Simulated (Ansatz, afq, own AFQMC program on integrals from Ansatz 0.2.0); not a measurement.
**NH₂Cl (triplet): quantum Monte Carlo beside coupled cluster at distance Cl1–H2 along a hydrogen transfer = 1.470 Å, cc-pVTZ**

How near does AFQMC come to the top of the ladder for NH₂Cl (triplet)?

Program: Ansatz 0.2.0, Gaussian basis, and an in-house AFQMC program (afq) on its integrals; all values are calculated. Level of theory: cc-pVTZ, frozen cores. These are calculated values, not measurements.

The runs, in order: PBE (unrestricted); r2SCAN (unrestricted); PBE0 (unrestricted); B3LYP (unrestricted); wB97M-V (unrestricted); B2PLYP (unrestricted); CCSD(T) on UHF; Phaseless AFQMC, CISD trial on UHF.

**1. The geometry**

The geometry derives from fragments relaxed apart (PBE0/def2-TZVP) and kept rigid, so it is no stationary point. A hydrogen atom is moved between rigid fragments.

4 atoms, charge 0, spin multiplicity 3.

Atoms are counted from 1 here; the program's logs count them from 0.

Bond lengths: Cl1–H2 1.470 Å, H2–N3 1.183 Å, N3–H4 1.040 Å. Angles: Cl1–H2–N3 180.0°, H2–N3–H4 105.0°.

**2. PBE (unrestricted)**

File in.yaml:

```yaml
crystal:
  periodic: [false, false, false]
  atoms:
    - {symbol: Cl, position_ang: [-0.807892, 0.019664, 0.000000]}
    - {symbol: H, position_ang: [0.662108, 0.019664, 0.000000]}
    - {symbol: N, position_ang: [1.845108, 0.019664, 0.000000]}
    - {symbol: H, position_ang: [2.114189, -0.984563, 0.000000]}
basis:
  gaussian: {orbitals: cc-pVTZ}
magnetization: {spin_polarized: true, initial_magnetization: 2}
hamiltonian: {xc: {name: PBE}}
output: {orbitals: {seedname: orbitals}}
```

Launch:

```sh
$ ansatz run in.yaml --threads 1 --pin off --events-out ev --progress --plain --max-ram 8192MiB --backend cpu
```

The log of the run:

```text
Functional definition: PBE
  name "PBE"
  cite "Perdew, Burke & Ernzerhof, Phys. Rev. Lett. 77, 3865 (1996) doi:10.1103/PhysRevLett.77.3865"
  parent pbe
  parameter kappa = 0.804
  parameter beta = 0.06672455060314922
  exchange = pbe_x(kappa = kappa, mu = beta*pi^2/3)
  correlation = pbe_c(beta = beta)
568 factors; their error is unknown
mean field evaluation 1: about -14007.6844 eV, gradient 6.7e1 eV
mean field evaluation 2: about -13801.8216 eV, gradient 1.5e2 eV
mean field evaluation 4: about -14034.0829 eV, gradient 1.6e1 eV
mean field evaluation 8: about -14035.8844 eV, gradient 4.0e-1 eV
mean field evaluation 16: about -14035.8712 eV, gradient 1.7e-4 eV
mean field evaluation 32: about -14033.5687 eV, gradient 1.0e-2 eV
mean field -14035.87116773 eV, -515.8087515587 hartree, gradient 7.6e-6 eV, S^2 2.006127; 4 other end points of the search recorded, 0 dependent functions left out
reference -14035.87119283 eV, -515.8087524812 hartree; 14, 12 occupied and 78, 80 virtual orbitals, 568 factors
Total energy: -14035.87119283 eV, -515.8087524812 hartree
```

It took 3.3 s on 1 thread of AMD EPYC 7R13 (Zen 3), shared host; peak memory 1.8 GiB.

From the report: ⟨S²⟩ of the determinant 2.006 (pure triplet: 2.00).

**3. r2SCAN (unrestricted)**

in.yaml: that of step 2 with these lines changed.

```diff
@@ -10,3 +10,2 @@
 magnetization: {spin_polarized: true, initial_magnetization: 2}
-hamiltonian: {xc: {name: PBE}}
-output: {orbitals: {seedname: orbitals}}
+hamiltonian: {xc: {name: r2SCAN}}
```

The command is unchanged.

The log of the run:

```text
Functional definition: r2SCAN
  name "r2SCAN"
  cite "Furness, Kaplan, Ning, Perdew & Sun, J. Phys. Chem. Lett. 11, 8208 (2020) doi:10.1021/acs.jpclett.0c02405"
  cite "Furness, Kaplan, Ning, Perdew & Sun, J. Phys. Chem. Lett. 11, 9248 (2020) doi:10.1021/acs.jpclett.0c03077"
  parent r2scan
  parameter k0 = 0.174
  parameter k1 = 0.065
  parameter a1 = 4.9479
  exchange = r2scan_x(k0 = k0, k1 = k1, a1 = a1)
  correlation = r2scan_c
568 factors; their error is unknown
mean field evaluation 1: about -14019.4489 eV, gradient 5.9e1 eV
mean field evaluation 2: about -13850.9742 eV, gradient 1.4e2 eV
mean field evaluation 4: about -14039.9135 eV, gradient 1.4e1 eV
mean field evaluation 8: about -14041.2137 eV, gradient 3.9e-1 eV
mean field evaluation 16: about -14041.2007 eV, gradient 2.5e-3 eV
mean field evaluation 32: about -14038.9179 eV, gradient 1.2e0 eV
mean field -14041.20072973 eV, -516.0046093498 hartree, gradient 8.1e-5 eV, S^2 2.011940; 4 other end points of the search recorded, 0 dependent functions left out
reference -14041.20073728 eV, -516.0046096274 hartree; 14, 12 occupied and 78, 80 virtual orbitals, 568 factors
Total energy: -14041.20073728 eV, -516.0046096274 hartree
```

Run time: 10 s. Hardware: 1 thread of AMD EPYC 7R13 (Zen 3), shared host; peak memory 1.8 GiB.

From the report: ⟨S²⟩ of the determinant 2.012 (pure triplet: 2.00).

**4. PBE0 (unrestricted)**

in.yaml: that of step 3 with these lines changed.

```diff
@@ -10,2 +10,3 @@
 magnetization: {spin_polarized: true, initial_magnetization: 2}
-hamiltonian: {xc: {name: r2SCAN}}
+hamiltonian: {xc: {name: PBE0}}
+output: {orbitals: {seedname: orbitals}}
```

Same command.

The log of the run:

```text
Functional definition: PBE0
  name "PBE0"
  cite "Adamo & Barone, J. Chem. Phys. 110, 6158 (1999) doi:10.1063/1.478522"
  cite "Perdew, Burke & Ernzerhof, Phys. Rev. Lett. 77, 3865 (1996) doi:10.1103/PhysRevLett.77.3865"
  parent pbe
  parameter a = 0.25
  parameter kappa = 0.804
  parameter beta = 0.06672455060314922
  exchange = (1 - a)*pbe_x(kappa = kappa, mu = beta*pi^2/3) + a*exact_x
  correlation = pbe_c(beta = beta)
597 factors; their error is unknown
mean field evaluation 1: about -14029.9905 eV, gradient 3.5e1 eV
mean field evaluation 2: about -14017.0634 eV, gradient 6.0e1 eV
mean field evaluation 4: about -14036.7295 eV, gradient 2.3e0 eV
mean field evaluation 8: about -14036.7822 eV, gradient 5.1e-2 eV
mean field evaluation 16: about -14036.8573 eV, gradient 1.6e-4 eV
mean field -14036.85729502 eV, -515.8449910685 hartree, gradient 6.9e-5 eV, S^2 2.011986; 0 other end points of the search recorded, 0 dependent functions left out
reference -14036.85731419 eV, -515.8449917727 hartree; 14, 12 occupied and 78, 80 virtual orbitals, 597 factors
Total energy: -14036.85731419 eV, -515.8449917727 hartree
```

It took 1.7 s on 1 thread of AMD EPYC 7R13 (Zen 3), shared host; peak memory 1.8 GiB.

From the report: ⟨S²⟩ of the determinant 2.012 (pure triplet: 2.00).

**5. B3LYP (unrestricted)**

in.yaml: that of step 4 with these lines changed.

```diff
@@ -10,3 +10,2 @@
 magnetization: {spin_polarized: true, initial_magnetization: 2}
-hamiltonian: {xc: {name: PBE0}}
-output: {orbitals: {seedname: orbitals}}
+hamiltonian: {xc: {name: B3LYP}}
```

Same command.

The log of the run, shortened:

```text
Functional definition: B3LYP
  name "B3LYP"
  cite "Stephens, Devlin, Chabalowski & Frisch, J. Phys. Chem. 98, 11623 (1994) doi:10.1021/j100096a001"
  cite "Becke, Phys. Rev. A 38, 3098 (1988) doi:10.1103/PhysRevA.38.3098"
  cite "Lee, Yang & Parr, Phys. Rev. B 37, 785 (1988) doi:10.1103/PhysRevB.37.785"
  cite "Vosko, Wilk & Nusair, Can. J. Phys. 58, 1200 (1980) doi:10.1139/p80-159"
[...]
583 factors; their error is unknown
[...]
mean field -14043.29235538 eV, -516.0814751749 hartree, gradient 5.7e-5 eV, S^2 2.010067; 2 other end points of the search recorded, 0 dependent functions left out
reference -14043.29253735 eV, -516.0814818619 hartree; 14, 12 occupied and 78, 80 virtual orbitals, 583 factors
Total energy: -14043.29253735 eV, -516.0814818619 hartree
```

It took 1.9 s on 1 thread of AMD EPYC 7R13 (Zen 3), shared host; peak memory 1.8 GiB.

From the report: ⟨S²⟩ of the determinant 2.010 (pure triplet: 2.00).

**6. wB97M-V (unrestricted)**

in.yaml: that of step 5 with these lines changed.

```diff
@@ -10,2 +10,3 @@
 magnetization: {spin_polarized: true, initial_magnetization: 2}
-hamiltonian: {xc: {name: B3LYP}}
+hamiltonian: {xc: {name: wB97M-V}}
+output: {orbitals: {seedname: orbitals}}
```

The command is unchanged.

The log of the run, shortened:

```text
Functional definition: wB97M-V
  name "wB97M-V"
  cite "Mardirossian & Head-Gordon, J. Chem. Phys. 144, 214110 (2016) doi:10.1063/1.4952647"
  cite "Becke, J. Chem. Phys. 107, 8554 (1997) doi:10.1063/1.475007"
  cite "Vydrov & Van Voorhis, J. Chem. Phys. 133, 244103 (2010) doi:10.1063/1.3521275"
  # Of w^i u^j: cxij and so on, Table III.
[...]
  gx(w, u) = 1 - cx + cx01*u + cx10*w
  gss(w, u) = css00 + css04*u^4 + css10*w + css20*w^2 + css43*w^4*u^3
  gos(w, u) = cos00 + cos10*w + (cos20 + cos21*u)*w^2 + (cos60 + cos61*u)*w^6
[...]
      + integral(e_c_pw_mod_opposite_spin*gos(b97_w_opposite, b97_u_opposite)) + vv10(b, c)
571 factors; their error is unknown
109 factors; integrals over basis functions are off by at most 8.3e-5 eV
[...]
mean field -14041.19298921 eV, -516.0043248909 hartree, gradient 4.4e-5 eV, S^2 2.011622; 0 other end points of the search recorded, 0 dependent functions left out
reference -14041.19301736 eV, -516.0043259253 hartree; 14, 12 occupied and 78, 80 virtual orbitals, 571 factors
Total energy: -14041.19301736 eV, -516.0043259253 hartree
```

Wall time 5.5 s (1 thread of AMD EPYC 7R13 (Zen 3), shared host); peak memory 1.8 GiB.

From the report: ⟨S²⟩ of the determinant 2.012 (pure triplet: 2.00).

**7. B2PLYP (unrestricted)**

in.yaml: that of step 6 with these lines changed.

```diff
@@ -10,3 +10,3 @@
 magnetization: {spin_polarized: true, initial_magnetization: 2}
-hamiltonian: {xc: {name: wB97M-V}}
-output: {orbitals: {seedname: orbitals}}
+hamiltonian: {xc: {name: B2PLYP}}
+correlation: {electrons: outside_noble_gas}
```

Same command.

The log of the run, shortened:

```text
Functional definition: B2PLYP
  name "B2PLYP"
  cite "Grimme, J. Chem. Phys. 124, 034108 (2006) doi:10.1063/1.2148954"
  cite "Becke, Phys. Rev. A 38, 3098 (1988) doi:10.1103/PhysRevA.38.3098"
  cite "Lee, Yang & Parr, Phys. Rev. B 37, 785 (1988) doi:10.1103/PhysRevB.37.785"
[...]
538 factors; integrals over basis functions are off by at most 1.2e-3 eV
[...]
mean field -14034.64331431 eV, -515.7636287780 hartree, gradient 8.0e-6 eV, S^2 2.022179; 0 other end points of the search recorded, 0 dependent functions left out
6 core orbitals not correlated: weight in the atoms' cores, before any rotation towards them, 1.000 or more for the frozen orbitals, at most 0.000 for the correlated occupied ones
reference -14034.64343097 eV, -515.7636330652 hartree; 8, 6 occupied and 78, 80 virtual orbitals, 538 factors
second order -12.08721444 eV of doubles, -0.00000000 eV of singles
Total energy: -14037.90697887 eV, -515.8835662383 hartree
```

It took 2.4 s on 1 thread of AMD EPYC 7R13 (Zen 3), shared host; peak memory 1.8 GiB.

From the report: ⟨S²⟩ of the determinant 2.022 (pure triplet: 2.00).

**8. CCSD(T) on UHF**

in.yaml: that of step 7 with these lines changed.

```diff
@@ -10,3 +10,2 @@
 magnetization: {spin_polarized: true, initial_magnetization: 2}
-hamiltonian: {xc: {name: B2PLYP}}
-correlation: {electrons: outside_noble_gas}
+correlation: {method: ccsd_t, electrons: outside_noble_gas, hamiltonian_folder: ham}
```

Launch:

```sh
$ ansatz run in.yaml --threads 1 --pin off --events-out ev --progress --plain --max-ram 24576MiB --backend cuda --devices 0, --max-vram 18GiB
```

The log of the run, shortened:

```text
Functional definition: HF
  name "HF"
  cite "Fock, Z. Phys. 61, 126 (1930) doi:10.1007/BF01340294"
  parent pbe
[...]
538 factors; integrals over basis functions are off by at most 1.2e-3 eV
[...]
mean field -14015.12643432 eV, -515.0463966672 hartree, gradient 5.3e-6 eV, S^2 2.046285; 8 other end points of the search recorded, 0 dependent functions left out
determinant -14015.12643432 eV, -515.0463966672 hartree, with singles and doubles -14026.02495604 eV, -515.4469099534 hartree
determinant -14013.25407266 eV, -514.9775886454 hartree, with singles and doubles -14024.17263948 eV, -515.3788385754 hartree
determinant -14013.21132177 eV, -514.9760175794 hartree, with singles and doubles -14024.10590209 eV, -515.3763860213 hartree
determinant -14011.97827453 eV, -514.9307039288 hartree, with singles and doubles -14022.99178194 eV, -515.3354428612 hartree
6 core orbitals not correlated: weight in the atoms' cores, before any rotation towards them, 1.000 or more for the frozen orbitals, at most 0.000 for the correlated occupied ones
reference -14015.12643432 eV, -515.0463966672 hartree; 8, 6 occupied and 78, 80 virtual orbitals, 538 factors
second order -9.83956278 eV of doubles, -0.00000000 eV of singles
cycle   1  -10.82421048 eV  change   -6.2e-1 eV  update   1.6e-2
[...]
cycle  12  -10.85000183 eV  change    3.9e-6 eV  update   1.0e-5
perturbative correction -0.40925231 eV, -0.0150397452 hartree
Total energy: -14026.38568847 eV, -515.4601666254 hartree
```

Wall time 27 s (1 × NVIDIA H100 80GB HBM3 with 1 thread of AMD EPYC 7R13 (Zen 3), shared host); peak host memory 1.8 GiB.

From the report: ⟨S²⟩ of the determinant 2.046 (pure triplet: 2.00); correlation -11.2593 eV; T1 0.019; largest double amplitude 0.04.

This run also writes the integrals to the folder ham.

**9. Phaseless AFQMC, CISD trial on UHF**

It reads the integrals that the CCSD(T) run on this determinant wrote.

Launch:

```sh
$ afq ham --method phaseless --trial cisd --walkers 1500 --populations 20 --least-time 60 --time-step 0.005 --steps-per-block 50 --equilibration-blocks 28 --max-blocks 4000 --target-error 0.00022 --factor-cut 1e-05 --start spin_pure --seed 8826 --release-times 0.24,0.51,0.99,1.62,2.4 --release-step 0.03 --release-every 3 --taylor-order 6
```

The log of the run:

```text
orbitals 86  electrons 8 6  factors 530 of 538
reference energy -515.04639667 Eh
CCSD correlation -0.39873028 Eh in 15 cycles, weight of the determinant in the CISD state 0.8623
energy of the start -515.442415 Eh
 block  time / (1/Eh)  mean weight  energy / Eh
     1     0.250  0.9990  -515.439039
     2     0.500  0.9996  -515.445679
     3     0.750  1.0007  -515.451524
     4     1.000  1.0001  -515.454317
     5     1.250  1.0002  -515.456637
     6     1.500  1.0001  -515.458646
     7     1.750  1.0006  -515.459030
     8     2.000  1.0003  -515.460132
     9     2.250  1.0002  -515.460585
    10     2.500  0.9997  -515.461370
    13     3.250  0.9992  -515.461583
    16     4.000  1.0002  -515.461634
    19     4.750  1.0000  -515.463218
    22     5.500  0.9999  -515.461490
    25     6.250  1.0003  -515.460692
    28     7.000  1.0002  -515.462036
    31     7.750  1.0005  -515.462219
    34     8.500  1.0001  -515.460969
    37     9.250  1.0000  -515.461114
    40    10.000  0.9994  -515.460235
    43    10.750  1.0005  -515.459330
    46    11.500  0.9999  -515.461198
    49    12.250  1.0000  -515.462276
    52    13.000  0.9997  -515.461922
    55    13.750  1.0000  -515.458518
    58    14.500  0.9991  -515.460559
    61    15.250  1.0004  -515.459829
    64    16.000  1.0005  -515.460738
    67    16.750  1.0001  -515.457890
    70    17.500  0.9999  -515.460396
    73    18.250  1.0003  -515.462155
    76    19.000  0.9995  -515.460873
    79    19.750  0.9995  -515.462362
    82    20.500  0.9996  -515.462006
    85    21.250  0.9997  -515.459092
    88    22.000  1.0001  -515.459896
    91    22.750  1.0007  -515.461263
    94    23.500  1.0005  -515.459709
    97    24.250  1.0001  -515.461751
   100    25.000  0.9999  -515.459660
   103    25.750  1.0000  -515.462467
   106    26.500  1.0004  -515.461072
   109    27.250  0.9997  -515.460366
   112    28.000  0.9995  -515.459961
   115    28.750  0.9993  -515.463105
   118    29.500  1.0002  -515.461927
   121    30.250  1.0001  -515.462490
   124    31.000  0.9999  -515.461576
   127    31.750  1.0000  -515.463170
error from the spread of 20 populations
released: time / (1/Eh)  energy / Eh  error  mean overlap
  0.24  -515.462025  0.000605  0.9957
  0.51  -515.461859  0.000222  0.9871
  0.99  -515.462102  0.000213  0.9882
  1.62  -515.461977  0.000324  0.9858
  2.40  -515.461997  0.000459  0.9819
energy -515.460884 +/- 0.000142 Eh
```

Wall time 1.9 min (1 × NVIDIA H100 80GB HBM3 with 2 threads of AMD EPYC 7R13 (Zen 3), shared host); peak host memory 1.8 GiB.

Energy -14026.4052 ± 0.0039 eV. Caveats: constraint bias not in the error.

**10. All levels side by side**

On the UHF determinant, counted from CCSD(T) (a yardstick, not exact):

```
                                                level  energy (eV)  from CCSD(T) (kJ/mol)  statistical error (kJ/mol)     time
                                                   HF  -14015.1264                +1086.4                                     
                                                  MP2  -14024.9660                 +137.0                                     
                                                 CCSD  -14025.9764                  +39.5                                     
                                              CCSD(T)  -14026.3857                    0.0                                     
Phaseless AFQMC, CISD trial, step 0.005, 1500 walkers  -14026.4052                   -1.9                         0.4  1.9 min
```

The functionals' totals stand on their own zeros and serve differences with other points: PBE -14035.871 eV; r2SCAN -14041.201 eV; PBE0 -14036.857 eV; B3LYP -14043.293 eV; wB97M-V -14041.193 eV; B2PLYP -14037.907 eV.

**11. Results**

| quantity | value |
| --- | --- |
| Phaseless AFQMC, CISD trial on UHF from CCSD(T) | -1.9 ± 0.4 kJ/mol |

On UHF the phaseless walk with the CISD trial lies -1.9 kJ/mol from CCSD(T), 5 times its error bar. Error bars are statistical and leave out the constraint, the time step and what remains of the start.
